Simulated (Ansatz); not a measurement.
Problem. Name a neutral molecule of Cl, Mg, N and H with HOMO energy (ωB97M-V/def2-TZVPP) between -9.15 and -8.85 eV and HOMO–LUMO gap (B3LYP/def2-TZVPP) between 4.65 and 4.95 eV (Ansatz, PBE0-D4/def2-TZVP geometry).

Solution. `[NH2][Mg][Cl]` (-9.08 eV, 4.90 eV). Other molecules can fit too; these were computed, each in one conformer that needn't be the lowest.

B3LYP here is the variant with VWN-RPA as its local correlation; programs differ in this.
